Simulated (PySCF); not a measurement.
An unknown is described by computed data only.

Formula: CH6B2.

| Property | Result |
| --- | --- |
| XPS | B1s 196.4 (×2), C1s 290.3 eV [ΔSCF SCAN, pcX-2 on the ionised atom, pcseg-1 elsewhere, spin-free X2C] |
| Couplings | largest of the computed one-bond spin–spin couplings (means over like bonds): 11B–1H +139.6 (×4), 13C–1H +128.9 (×2), 13C–11B +38.6 (×2) Hz [B3LYP/pcJ-1] |
| 13C NMR | chemical shifts (computed TMS as zero) by class: 63.5 (1 C) ppm [GIAO PBE0/pcSseg-1] |
| Polarisability | 42.8 au [CAM-B3LYP/def2-SVPD] |
| UV, first state | lowest singlet excitation: 5.62 eV (221 nm, f = 0.004) [TDDFT CAM-B3LYP/def2-SVPD] |
| Rotational structure | rotational constants A, B, C: 29.754, 9.643, 8.440 GHz [PBE0-D3(BJ)/def2-SVP] |

Electronic properties: PySCF, gas phase, density fitting. Levels stand in brackets. The structure is a single PBE0-D3(BJ)/def2-SVP conformer in the gas phase; no vibrational or solvent corrections. Each NMR value is the plain mean over a class of atoms that symmetry, rotation or inversion makes alike.

Task: Give a SMILES that accounts for the data.

Result: Numbering: `[BH2:1][CH2:2][BH2:3]`. The one carbon: sp3 carbon bound to boron [C2] (63.5 ppm). The couplings run between: +139.6 Hz, three-coordinate boron [B1] and its hydrogen (with 3 like pairs); +128.9 Hz, sp3 carbon bound to boron [C2] and its hydrogen (with 1 like pair); +38.6 Hz, sp3 carbon bound to boron [C2] and three-coordinate boron [B1] (with 1 like pair). The core levels belong to: B1s 196.4 eV, three-coordinate boron [B1/B3]; C1s 290.3 eV, sp3 carbon bound to boron [C2]. The hole state at 196.4 eV has ⟨S²⟩ = 0.83 against 0.75, so that value is less sure. S1 is mainly HOMO→LUMO (weight 0.71); the largest Löwdin shares of the orbital it empties are 0.19 on a three-coordinate boron, 0.17 on the sp3 carbon bound to boron, 0.15 on a three-coordinate boron and 0.10 on a B–H hydrogen, of the orbital it fills 0.29 on a three-coordinate boron, 0.28 on a three-coordinate boron, 0.17 on the sp3 carbon bound to boron and 0.05 on a B–H hydrogen. The optimised geometry has point group Cs and is an asymmetric top. Structure: `BCB` (CH6B2). Computed isomers that give other values at the same levels: `BBC` (CH6B2) (rotational constant A: 40.443 GHz; this holds for the one conformer computed). The assignments are read from this structure; whether some other isomer fits the data as well wasn't checked.
